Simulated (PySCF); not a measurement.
**Vibration and rotation of SiS⁺**

PBE0 constants of SiS⁺, ²Π (doublet), unpaired electrons π ↑ (basis Si def2-TZVP, S def2-TZVP; no relativity; PySCF 2.14; masses 27.9769 and 31.9721 u):

* ωe: 601.1 cm⁻¹
* ωexe: 2.1 cm⁻¹
* Be: 0.26339 cm⁻¹
* αe: 0.00137 cm⁻¹
* D (centrifugal): 2.02e-07 cm⁻¹
* De to Si⁺ + S: 4.11 eV

Task: Give the vibrational terms G(v) and spacings up to v = 6.

Result: G(v) = ωe(v+½) − ωexe(v+½)².

```
v  G(v) (cm⁻¹)  G(v) − G(v−1)  Bv (cm⁻¹)
0        300.0                    0.2627
1        896.9          596.9     0.2613
2       1489.6          592.7     0.2600
3       2078.1          588.5     0.2586
4       2662.4          584.3     0.2572
5       3242.5          580.1     0.2559
6       3818.4          575.9     0.2545
```

Task: How well does the Morse estimate ωe²/(4ωexe) reproduce De, and what is D0?

Result: It gives 5.33 eV, 130 % of the computed De. D0 = De − G(0) = 4.11 − 0.04 = 4.07 eV.

For an ion De counts to the pair picked by the measured ionisation energies or electron affinities, which need not be the lowest pair at this level. The state was picked by a PBE0 search and need not be the measured ground state.
